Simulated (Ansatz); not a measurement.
# AlMgH (singlet): B2PLYP, RKS PBE0, RPA-PBE over a scan of the scale of all distances, cc-pVDZ

Aim: run AlMgH (singlet) with these functionals over a scan of the scale of all distances, and hold them against the top wave-function level at the same points.

Method: cc-pVDZ, all electrons in the functionals, frozen cores in the correlation of double hybrids and RPA; program: Ansatz 0.2.0, Gaussian basis.

To be run: B2PLYP, RKS PBE0, RPA-PBE, at 0.896; 1.000; 1.103; 1.275; 1.479; 1.766; 2.036; 2.408.

12 further runs of the same task are left out: 2 for a known fault of the program, 7 that didn't finish, 3 set aside as unsound or not needed. Runs told in other sessions of the task aren't counted.

### 1 The system

The geometry derives from a PBE0/def2-TZVP stationary point (not a proven minimum). All distances are scaled together.

3 atoms, charge 0, spin multiplicity 1.

Atoms are counted from 1 here; the program's logs count them from 0.

Bond lengths: Al1–H3 1.697 Å.

No dispersion term is added.

The geometry shown and the zero of energy belong to the point 1.000. The yardstick, FCI, and other wave-function levels (R restricted, U unrestricted, valence and pair active spaces) come from earlier runs.

### 2 B2PLYP, 0.896

in.yaml reads:

```yaml
crystal:
  periodic: [false, false, false]
  atoms:
    - {symbol: Al, position_ang: [0.000000, -0.050438, 1.216322]}
    - {symbol: Mg, position_ang: [0.000000, 0.000447, -1.375115]}
    - {symbol: H, position_ang: [0.000000, 1.339405, 0.599177]}
basis:
  gaussian: {orbitals: cc-pVDZ}
magnetization: {spin_polarized: true, initial_magnetization: 0}
hamiltonian: {xc: {name: B2PLYP}}
correlation: {electrons: outside_noble_gas}
```

The run is started by

```console
$ ansatz run in.yaml --threads 1 --pin off --events-out ev --progress --plain --max-ram 2393MiB
```

Further steps of the session: B2PLYP, 1.000; B2PLYP, 1.103; B2PLYP, 1.275; B2PLYP, 1.479; B2PLYP, 1.766; B2PLYP, 2.036; B2PLYP, 2.408; RKS PBE0, 0.896; RKS PBE0, 1.000; RKS PBE0, 1.103; RKS PBE0, 1.275; RKS PBE0, 1.479; RKS PBE0, 1.766; RKS PBE0, 2.036; RKS PBE0, 2.408; RPA-PBE, 0.896; RPA-PBE, 1.000; RPA-PBE, 1.103; RPA-PBE, 1.275; RPA-PBE, 1.479; RPA-PBE, 1.766; RPA-PBE, 2.036; RPA-PBE, 2.408.

Q: Predict the results of all the runs planned. Wanted: span of the FCI curve; largest miss, B2PLYP; largest miss, RKS PBE0; largest miss, RPA-PBE.

**Answer**, as computed:

| quantity | value |
| --- | --- |
| span of the FCI curve | 2.953 eV |
| largest miss, B2PLYP | +0.212 eV (1.766) |
| largest miss, RKS PBE0 | +1.003 eV (2.408) |
| largest miss, RPA-PBE | -0.072 eV (2.408) |

In words: Of the functionals, RPA-PBE keep the smallest largest miss at the points compared (at most 0.072 eV) and RKS PBE0 strays most (1.003 eV, at 2.408). B2PLYP, RPA-PBE clearly break the spin symmetry at some points (⟨S²⟩ up to 0.93 above the pure value), so energy there is bought with a mixed spin. Functionals and the yardstick converge differently with the basis, so part of each miss in cc-pVDZ is the basis.
